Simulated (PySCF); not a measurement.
H₃NO: breathing scan

Level of theory: PySCF, PBE0, basis N def2-TZVP, O def2-TZVP, H def2-TZVP (no relativity, density fitting).

Rigid scan from the singlet minimum (N–H 1.034 Å (×3), N–O 1.338 Å; H–N–H 105.2° (×3), H–N–O 113.4° (×3)). Coordinate: all bonds to the central atom scaled together. Energies in kJ/mol from the minimum.

Q: Predict the curve at 0.88, 0.92, 0.96, 1.00, 1.04, 1.08, 1.14, 1.22, 1.35.

A: 
```tsv
scale of all bonds to the centre	E (kJ/mol)	dipole size (D)
0.88	204.9	4.93
0.92	81.7	5.08
0.96	18.4	5.20
1.00	0.0	5.31
1.04	15.1	5.39
1.08	55.0	5.46
1.14	147.1	5.53
1.22	305.9	5.57
1.35	596.9	5.52
```

At long bonds a restricted determinant can lie too high, and another spin state can fall below this curve.
